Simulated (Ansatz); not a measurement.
## Cd, hcp: geometry optimisation

Computed with DFT, LDA (PW92), plane waves (420 eV) with PAW, scalar-relativistic (Ansatz 0.2.0). The PAW files were generated under PBE, with cores re-solved for the functional.

k-point mesh 12×12×6, Fermi-Dirac smearing 0.1 eV, no spin polarisation. Cell and atoms relax.

Starting structure:

```yaml
crystal:
  lattice:
    - [2.9788725081, 0.0, 0.0]
    - [-1.489436254, 2.5797792666, 0.0]
    - [0.0, 0.0, 5.61765]
  atoms:
    - { symbol: Cd, position: [0.3333333333, 0.6666666667, 0.25] }
    - { symbol: Cd, position: [0.6666666667, 0.3333333333, 0.75] }
hamiltonian:
  xc: lda
  pseudopotentials:
    kind: paw
    azcp:
      Cd: "pseudopotentials/Cd.paw.azcp"
basis:
  ecutwfc: 420
  fft_grid_basis: typed
kpoints:
  mp_grid: { grid: [12, 12, 6], shift: [0, 0, 0] }
magnetization:
  spin_polarized: false
scf:
  occupations: { method: fermi_dirac, width: 0.1 }
relax:
  max_steps: 60
  f_tol: 0.01
  cell: {}
```

Task: What cell does the relaxation end in?

Result: P6_3/mmc with a = 2.882 Å, c = 5.638 Å (c/a = 1.957); 20.28 Å³ per atom against 21.59 at the start (-6.1 %).

Task: How much energy does the relaxation gain?

Result: 26.4 meV per atom.
